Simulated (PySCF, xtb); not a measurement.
H3P, SMILES P (connectivity only; charge and spin as stated), charge +1, multiplicity 2.

Harmonic wavenumbers (cm⁻¹) from GFN2-xTB run with xtb at its own minimum, in rising order: 630, 823, 823, 2285, 2406, 2406.

Q: What does PySCF with PBE0-D3(BJ)/def2-TZVPD give at its own minimum? (Estimate from the structure and the level; the computed values follow.)

A: 724, 1038, 1038, 2465, 2537, 2537. Paired by order, the mean absolute difference is 161 cm⁻¹ and the zero-point energies are 13.4 and 14.8 kcal/mol.
